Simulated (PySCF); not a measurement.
## Mayer bond orders and bond lengths

3-oxetanone, C3H4O2.
SMILES with atom numbers: `[O:1]=[C:2]1[CH2:3][O:4][CH2:5]1` (hydrogens: H6, H7 on C3; H8, H9 on C5)

Structure used (GFN2-xTB), in Å, numbered top down from 1:
```xyz
9
C3H4O2 angstrom
O      0.2146    1.9031    0.7151
C      0.0902    0.7938    0.2977
C      0.9786   -0.2332   -0.3665
O     -0.1264   -1.1410   -0.4346
C     -1.0268   -0.2196    0.1901
H      1.8001   -0.6144    0.2459
H      1.3583    0.0444   -1.3534
H     -1.8582    0.0647   -0.4608
H     -1.4170   -0.5917    1.1413
```

Bond orders from the PBE0/pcSseg-1 density (PySCF). Geometry: GFN2-xTB; no solvent, vibrations or thermal averaging.

(1) How far do the computed orders between heavy atoms stray from the drawn ones?

(2) Set the Mayer orders of the bonds beside their lengths.

Answers

(1) The largest departure is 0.083, at O1–C2 (drawn double, 2.083).

(2) 
```
 bond  drawn as  length (Å)  Mayer order
O1–C2    double       1.192        2.083
C2–C3    single       1.512        0.957
C3–O4    single       1.432        0.932
O4–C5    single       1.432        0.932
C5–C2    single       1.512        0.957
C3–H6    single       1.093        0.929
C3–H7    single       1.093        0.928
C5–H8    single       1.093        0.928
C5–H9    single       1.093        0.928
```

Bonds between the same two heavy elements. C–O: lowest C3–O4 and O4–C5 (0.932, 1.432 Å), highest O1–C2 (2.083, 1.192 Å). C–C: all 2 within 0.02 of one another (0.957 to 0.957). Bonds named together lie within 0.004.

Sum the orders of all bonds at each heavy atom with more than one neighbour and set the sums beside the valence in the SMILES.

C2 3.997 (drawn 4), C3 3.746 (drawn 4), O4 1.864 (drawn 2), C5 3.745 (drawn 4). Orders between atoms that aren't bonded are not in these sums.

The Mayer order sums products of elements of PS (density times overlap matrix) between the two atoms' basis functions, so it depends on the basis set.
